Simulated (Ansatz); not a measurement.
Species: CHO2, net charge 0, doublet state. It need not be the lowest isomer of its formula. 
Structure (B3LYP-D3(BJ)/def2-TZVP (Ansatz, a quantum-chemistry and plane-wave program) minimum search):
```xyz
4

O     -1.0465    -0.3887    -0.0006
C     -0.0138     0.4391     0.0046
O      1.1479     0.2237    -0.0014
H     -0.7282    -1.3146    -0.0112
```
Charge 0, spin multiplicity 2.

Basis-set convergence of Hartree-Fock and CCSD(T) correlation energies (hartree) with Ansatz. Correlated levels leave the core frozen unless marked. UHF or UKS for open shells. Spin-orbit coupling is left out. Non-relativistic.

```json
[
 {"basis": "cc-pVDZ", "functions": "-", "E(HF)": "-188.14757", "E(corr, CCSD(T))": "-0.50001"},
 {"basis": "cc-pVTZ", "functions": "104", "E(HF)": "?", "E(corr, CCSD(T))": "?"}
]
```

### Question
Some entries are withheld; supply them.

### Answer

- cc-pVTZ, E(HF): -188.20541
- cc-pVTZ, E(corr, CCSD(T)): -0.62820
